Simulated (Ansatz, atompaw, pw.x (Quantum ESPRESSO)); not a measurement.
**What a changed setting does to a pw.x run (diamond S)**

Potential: PAW, atompaw 4.2.0.5, LDA (PW92); core [Ne], reference 3s2 3p4; waves: 3s (bound): rc 1.50 bohr; 3s channel at 3.8 Ry: rc 1.15 bohr; 3p (bound): rc 1.50 bohr; 3p channel at 1.9 Ry: rc 1.50 bohr; 3d channel at -0.05 Ry: rc 1.10 bohr; local part: ultrasoft scheme with l = 3 at 1 Ry, radius 1.40 bohr; core correction: smooth core density matched at 1.20 bohr; augmentation: besselshape compensation charge, radius 1.50 bohr; PAW radius 1.50 bohr; waves and projectors: custom polynom2 7 10 vanderbiltortho.

The reference run (k-mesh 8³, cutoffs 40/400 Ry, Fermi–Dirac 0.01 Ry, mixing_beta 0.4, conv_thr 1e-9, no spin) gives 0.20 GPa at 22.380 Å³/atom, where all-electron LAPW gives 0.01 GPa. This run, with its own iteration cap, changes diagonalization to cg.

```
&control
  calculation='scf', prefix='x', pseudo_dir='./', outdir='./tmp', tstress=.true., disk_io='none'
/
&system
  ibrav=0, nat=2, ntyp=1, ecutwfc=40, ecutrho=400, nbnd=14,
  occupations='smearing', smearing='fd', degauss=0.01
/
&electrons
  conv_thr=1e-09, mixing_beta=0.4, electron_maxstep=70, diagonalization='cg'
/
ATOMIC_SPECIES
S 1.0 S.UPF
CELL_PARAMETERS angstrom
  0.00000000 2.81808028 2.81808028
  2.81808028 0.00000000 2.81808028
  2.81808028 2.81808028 0.00000000
ATOMIC_POSITIONS crystal
S 0.0000 0.0000 0.0000
S 0.2500 0.2500 0.2500
K_POINTS automatic
8 8 8 0 0 0
```

```bash
pw.x < S.scf.in > S.scf.out
```

**Question.** How does the run end?

**Answer.** It converges in 7 iterations; the free energy moves by +0.0 meV/atom and the pressure by +0.00 GPa. The result is that of the reference run.

```
Message from routine setup:
     using ibrav=0 with symmetry is DISCOURAGED, use correct ibrav instead
     lattice parameter (alat)  =       7.5313  a.u.
     unit-cell volume          =     302.0555 (a.u.)^3
     number of electrons       =        12.00
     number of Kohn-Sham states=           14
     kinetic-energy cutoff     =      40.0000  Ry
     charge density cutoff     =     400.0000  Ry
     scf convergence threshold =      1.0E-09
     Exchange-correlation= SLA PW NOGX NOGC
     number of k points=    29  Fermi-Dirac smearing, width (Ry)=  0.0100
     negative rho (up, down):  8.020E-03 0.000E+00
     iteration #  1     ecut=    40.00 Ry     beta= 0.40
     c_bands:  1 eigenvalues not converged
     c_bands:  1 eigenvalues not converged
     c_bands:  1 eigenvalues not converged
     negative rho (up, down):  8.000E-03 0.000E+00
     total energy              =    -127.50132762 Ry
     estimated scf accuracy    <       0.00247561 Ry
     iteration #  2     ecut=    40.00 Ry     beta= 0.40
     negative rho (up, down):  7.958E-03 0.000E+00
     total energy              =    -127.50083481 Ry
     estimated scf accuracy    <       0.00070570 Ry
     iteration #  3     ecut=    40.00 Ry     beta= 0.40
     negative rho (up, down):  7.927E-03 0.000E+00
     total energy              =    -127.50085322 Ry
     estimated scf accuracy    <       0.00003631 Ry
     iteration #  4     ecut=    40.00 Ry     beta= 0.40
     c_bands:  1 eigenvalues not converged
     negative rho (up, down):  7.921E-03 0.000E+00
     total energy              =    -127.50085745 Ry
     estimated scf accuracy    <       0.00000021 Ry
     iteration #  5     ecut=    40.00 Ry     beta= 0.40
     negative rho (up, down):  7.912E-03 0.000E+00
     total energy              =    -127.50085765 Ry
     estimated scf accuracy    <       0.00000006 Ry
     iteration #  6     ecut=    40.00 Ry     beta= 0.40
     negative rho (up, down):  7.915E-03 0.000E+00
     total energy              =    -127.50085765 Ry
     estimated scf accuracy    <          9.5E-09 Ry
     iteration #  7     ecut=    40.00 Ry     beta= 0.40
     negative rho (up, down):  7.915E-03 0.000E+00
     the Fermi energy is     5.2208 ev
!    total energy              =    -127.50085765 Ry
     estimated scf accuracy    <          2.5E-10 Ry
     smearing contrib. (-TS)   =      -0.00748423 Ry
     convergence has been achieved in   7 iterations
     negative rho (up, down):  7.915E-03 0.000E+00
          total   stress  (Ry/bohr**3)                   (kbar)     P=        1.96
     Message from routine punch:
     Nothing written, as per user request (disk_io='none')
```

The run took about 15 s on one core of a shared host (Intel(R) Xeon(R) Platinum 8259CL CPU @ 2.50GHz, 48 threads, 374 GiB, load 43).
